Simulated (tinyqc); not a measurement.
Worked calculation: Pariser-Parr-Pople SCF with singles CI, for the molecule Clc1cc[nH]c1 (SMILES; centres numbered as the heavy atoms are written). Computed by tinyqc, a small Python program that keeps every step. Settings: charge = 0, gamma = MN, start = huckel, damping = 0, iteration cap = 52, excitations kept = 9. Command: `OMP_NUM_THREADS=1 python tinyqc.py 31618 31619 out.jsonl` (the two numbers bound the seeds that draw the settings). One thread of a shared host (Intel(R) Xeon(R) Processor @ 2.60GHz), about 0.01 s of CPU time with the checks. Later iterations appear only in the table of the cycle.

## PPP integrals

Centres (angstrom, eV; a flat drawing with bonds scaled to 1.40 angstrom):

| centre | x | y | core charge z | W | gamma_rr |
|---|---|---|---|---|---|
| 1Cl | 2.159000 | 0.000000 | 2 | 22.670000 | 11.900000 |
| 2C | 0.759000 | 0.000000 | 1 | 11.940000 | 12.000000 |
| 3C | -0.064000 | 1.133000 | 1 | 11.940000 | 12.000000 |
| 4C | -1.395000 | 0.700000 | 1 | 11.940000 | 12.000000 |
| 5N | -1.395000 | -0.700000 | 2 | 27.930000 | 15.840000 |
| 6C | -0.064000 | -1.133000 | 1 | 11.940000 | 12.000000 |

Resonance integrals (eV):

| i | j | beta |
|---|---|---|
| 1 | 2 | -1.630000 |
| 2 | 3 | -2.390000 |
| 3 | 4 | -2.390000 |
| 4 | 5 | -2.110000 |
| 5 | 6 | -2.110000 |
| 6 | 2 | -2.390000 |

Mataga-Nishimoto: gamma = 14.399645/(R + a), a = 2 x 14.399645/(gamma_rr + gamma_ss); H_rr = -W_r - sum_(s != r) z_s gamma_rs; H_rs = beta for bonds.

repulsion gamma_rs (eV):
```
           1Cl         2C         3C         4C         5N         6C
1Cl  11.900000   5.527713   3.891722   2.982978   3.089743   3.891722
2C    5.527713  12.000000   5.537614   4.155912   4.364395   5.537614
3C    3.891722   5.537614  12.000000   5.539111   4.363889   4.154578
4C    2.982978   4.155912   5.539111  12.000000   5.914930   4.155453
5N    3.089743   4.364395   4.363889   5.914930  15.840000   5.915755
6C    3.891722   5.537614   4.154578   4.155453   5.915755  12.000000
```

core matrix H (eV):
```
            1Cl          2C          3C          4C          5N          6C
1Cl  -45.143622   -1.630000    0.000000    0.000000    0.000000    0.000000
2C    -1.630000  -46.955357   -2.390000    0.000000    0.000000   -2.390000
3C     0.000000   -2.390000  -43.682525   -2.390000    0.000000    0.000000
4C     0.000000    0.000000   -2.390000  -43.586292   -2.110000    0.000000
5N     0.000000    0.000000    0.000000   -2.110000  -54.668455   -2.110000
6C     0.000000   -2.390000    0.000000    0.000000   -2.110000  -45.402599
```

## Starting guess

pi electrons, sum of z_r less the charge = 8

Orbitals of the Hueckel matrix of the beta values.

P at the start:
```
           1Cl         2C         3C         4C         5N         6C
1Cl   1.865216   0.339039  -0.234199   0.073868   0.102881  -0.256053
2C    0.339039   1.146381   0.605428  -0.210218  -0.235834   0.630296
3C   -0.234199   0.605428   1.255956   0.632582  -0.295488  -0.160068
4C    0.073868  -0.210218   0.632582   1.205305   0.652991  -0.285737
5N    0.102881  -0.235834  -0.295488   0.652991   1.254267   0.596185
6C   -0.256053   0.630296  -0.160068  -0.285737   0.596185   1.272874
```

## Iteration 1: Fock matrix

F_rr = H_rr + P_rr gamma_rr / 2 + sum_(s != r) P_ss gamma_rs; F_rs = H_rs - P_rs gamma_rs / 2; E = tr P (H + F) / 2 + core repulsion sum_(r<s) z_r z_s gamma_rs.

F (eV):
```
            1Cl         2C         3C         4C          5N         6C
1Cl  -10.396450  -2.567055   0.455718  -0.110174   -0.158938   0.498243
2C    -2.567055  -5.279743  -4.066314   0.436824    0.514636  -4.135167
3C     0.455718  -4.066314  -5.101612  -4.141970    0.644737   0.332507
4C    -0.110174   0.436824  -4.141970  -6.361153   -4.041197   0.593683
5N    -0.158938   0.514636   0.644737  -4.041197  -13.828201  -3.873442
6C     0.498243  -4.135167   0.332507   0.593683   -3.873442  -6.511741
```

pi energy = -125.371276 eV

## Iteration 1: orbitals and new P

Diagonalise F (the basis is taken as orthonormal) and form P = 2 sum c c over the lowest orbitals.

orbital energies (eV): -16.868085  -12.116912  -9.908065  -9.137212  -1.138120  1.689493

P after iteration 1:
```
           1Cl         2C         3C         4C         5N         6C
1Cl   1.922138   0.273129  -0.147595   0.000114   0.071930  -0.219327
2C    0.273129   1.037319   0.572165  -0.064581  -0.219700   0.737697
3C   -0.147595   0.572165   1.074168   0.762109  -0.250890  -0.039826
4C    0.000114  -0.064581   0.762109   1.101493   0.456571  -0.443013
5N    0.071930  -0.219700  -0.250890   0.456571   1.701439   0.427947
6C   -0.219327   0.737697  -0.039826  -0.443013   0.427947   1.163443
```

## Iteration 2: Fock matrix

As before.

F (eV):
```
            1Cl         2C         3C         4C          5N         6C
1Cl  -10.722000  -2.384890   0.287200  -0.000170   -0.111123   0.426779
2C    -2.384890  -5.711929  -3.974213   0.134196    0.479429  -4.432540
3C     0.287200  -3.974213  -5.653019  -4.500703    0.547429   0.082731
4C    -0.000170   0.134196  -4.500703  -6.084170   -3.460293   0.920461
5N    -0.111123   0.479429   0.547429  -3.460293  -12.641430  -3.375815
6C     0.426779  -4.432540   0.082731   0.920461   -3.375815  -6.092030
```

pi energy = -127.651833 eV

## Iteration 2: orbitals and new P

As before.

orbital energies (eV): -15.419521  -12.390994  -10.356998  -9.267366  -0.672300  1.202602

P after iteration 2:
```
           1Cl         2C         3C         4C         5N         6C
1Cl   1.938715   0.240468  -0.122002  -0.002439   0.062987  -0.205258
2C    0.240468   1.049508   0.547365  -0.070713  -0.210654   0.768596
3C   -0.122002   0.547365   1.078565   0.788638  -0.235292  -0.044969
4C   -0.002439  -0.070713   0.788638   1.072009   0.424281  -0.433410
5N    0.062987  -0.210654  -0.235292   0.424281   1.743546   0.404252
6C   -0.205258   0.768596  -0.044969  -0.433410   0.404252   1.117657
```

## Convergence

Stop when output and input P, before any damping, agree to 1e-7.

Course of the cycle:

| iteration | E (eV) | largest \|P(out) - P(in)\| |
|---|---|---|
| 1 | -125.37127642 | 4.47e-01 |
| 2 | -127.65183337 | 4.58e-02 |
| 3 | -127.72114056 | 1.29e-02 |
| 4 | -127.72966566 | 6.52e-03 |
| 5 | -127.73118617 | 3.19e-03 |
| 6 | -127.73149434 | 1.54e-03 |
| 7 | -127.73156020 | 7.36e-04 |
| 8 | -127.73157463 | 3.52e-04 |
| 9 | -127.73157784 | 1.68e-04 |
| 10 | -127.73157856 | 7.99e-05 |
| 11 | -127.73157872 | 3.81e-05 |
| 12 | -127.73157876 | 1.81e-05 |
| 13 | -127.73157877 | 8.62e-06 |
| 14 | -127.73157877 | 4.10e-06 |
| 15 | -127.73157877 | 1.95e-06 |
| 16 | -127.73157877 | 9.29e-07 |
| 17 | -127.73157877 | 4.42e-07 |
| 18 | -127.73157877 | 2.10e-07 |
| 19 | -127.73157877 | 1.00e-07 |
| 20 | -127.73157877 | 4.76e-08 |

Converged in 20 iterations.

## Converged orbitals

Charges are z - P_rr.

orbital energies (eV): -15.310392  -12.292705  -10.370212  -9.342715  -0.711032  1.185760

coefficients:
```
          MO1        MO2        MO3        MO4        MO5        MO6
1Cl  0.090460   0.653441  -0.525240  -0.511894   0.085174  -0.140232
2C   0.236503   0.543354   0.111033   0.401709  -0.295217   0.622881
3C   0.219055   0.320215   0.616427  -0.083028  -0.348561  -0.584043
4C   0.357821  -0.003972   0.474556  -0.422136   0.595516   0.337502
5N   0.794323  -0.390671  -0.284986  -0.125344  -0.345614   0.007026
6C   0.359045   0.150345  -0.159348   0.613018   0.556785  -0.370529
```

pi charges: 1Cl 0.053839, 2C -0.049733, 3C -0.074798, 4C -0.062907, 5N 0.238997, 6C -0.105398

## Singles CI, singlets

Over the 8 single excitations with the smallest orbital gaps: A = (e_a - e_i) delta + 2 (ia|jb) - (ij|ab), with (pq|rs) = sum c_mp c_mq gamma_mn c_nr c_ns. f = 2/3 w |mu|^2 in atomic units, mu = sqrt2 sum c_ia sum_m c_mi c_ma R_m.

singlet CI matrix (eV):
```
           4>5        3>5        4>6        3>6        2>5        2>6        1>5        1>6
4>5   5.608829  -0.209470  -0.231681   0.295814   0.008882  -0.103508   0.000411  -0.347776
3>5  -0.209470   6.306163  -0.459070   0.536498  -0.037879  -0.280910   0.103249   0.187367
4>6  -0.231681  -0.459070   6.887706  -0.188441  -0.652530   0.240465  -0.175745   0.113673
3>6   0.295814   0.536498  -0.188441   7.778827   0.230930   0.167543   0.101942   0.182418
2>5   0.008882  -0.037879  -0.652530   0.230930   7.798508   0.060775   0.126156  -0.026953
2>6  -0.103508  -0.280910   0.240465   0.167543   0.060775   9.448277  -0.003383   0.199660
1>5   0.000411   0.103249  -0.175745   0.101942   0.126156  -0.003383  10.261986  -0.013283
1>6  -0.347776   0.187367   0.113673   0.182418  -0.026953   0.199660  -0.013283  12.028008
```

singlet excitation energies (eV): 5.348330  6.094271  6.700641  7.717003  8.388525  9.493422  10.295883  12.080230

oscillator strengths: 0.143567  0.231612  0.453851  0.014473  0.793569  0.098595  0.005592  0.032317

## Singles CI, triplets

Over the 8 single excitations with the smallest orbital gaps: A = (e_a - e_i) delta - (ij|ab), with (pq|rs) = sum c_mp c_mq gamma_mn c_nr c_ns.

triplet CI matrix (eV):
```
           4>5        3>5        4>6        3>6        2>5        2>6        1>5        1>6
4>5   2.739217   0.960053   0.747775   0.495468  -0.792889   0.340055   0.009089   0.834286
3>5   0.960053   4.026080   0.495468  -0.811093  -0.775248  -0.469349  -0.060098  -0.637449
4>6   0.747775   0.495468   4.783777   0.297039   0.340055  -0.761495   0.834286  -0.367606
3>6   0.495468  -0.811093   0.297039   5.569051  -0.469349  -0.766234  -0.637449  -0.538210
2>5  -0.792889  -0.775248   0.340055  -0.469349   6.621196   0.557462   0.410783   0.205474
2>6   0.340055  -0.469349  -0.761495  -0.766234   0.557462   7.570890   0.205474  -0.647466
1>5   0.009089  -0.060098   0.834286  -0.637449   0.410783   0.205474   7.897489   0.024387
1>6   0.834286  -0.637449  -0.367606  -0.538210   0.205474  -0.647466   0.024387  11.225770
```

triplet excitation energies (eV): 1.689787  3.239139  5.021561  5.655953  6.694178  7.992014  8.673813  11.467025
